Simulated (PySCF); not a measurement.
# BH₂ + 2 F₂ → BF₂ + 2 HF

Level: PBE0 in the def2-TZVP basis family, all electrons, no relativity, computed in PySCF with density fitting; open shells unrestricted.

```tsv
species	state and structure	E (Eh)	ZPE (kJ/mol)	H(298 K) − H(0) (kJ/mol)	S° (J/(mol K))
BH₂	doublet, C2v, B–H 1.191 Å (×2); H–B–H 129.4°	-25.89448	37.8	10.0	194.2
F₂	singlet, D∞h, F–F 1.376 Å	-199.40856	6.6	8.7	201.9
BF₂	doublet, C2v, B–F 1.306 Å (×2); F–B–F 121.1°	-224.44583	18.7	10.5	246.6
HF	singlet, C∞v, H–F 0.920 Å	-100.39188	24.9	8.7	173.6
```

**Question.** What is the electronic reaction energy?

**Answer.** At PBE0/def2-TZVP, ΔE = -1360.0 kJ/mol from the differences of the total energies times 2625.5, downhill. 

**Question.** Add zero-point, thermal and entropy terms for 298.15 K and 1 bar.

**Answer.** ΔZPE = 17.5 and Δ[H(298) − H(0)] = 0.5 kJ/mol give ΔH° = -1342.0 kJ/mol. ΔS° = -4.2 J/(mol K), so ΔG° = -1342.0 − 298.15 × (-0.0042) = -1341 kJ/mol.

The structures come from searches over a few start shapes, so lower isomers are not excluded.
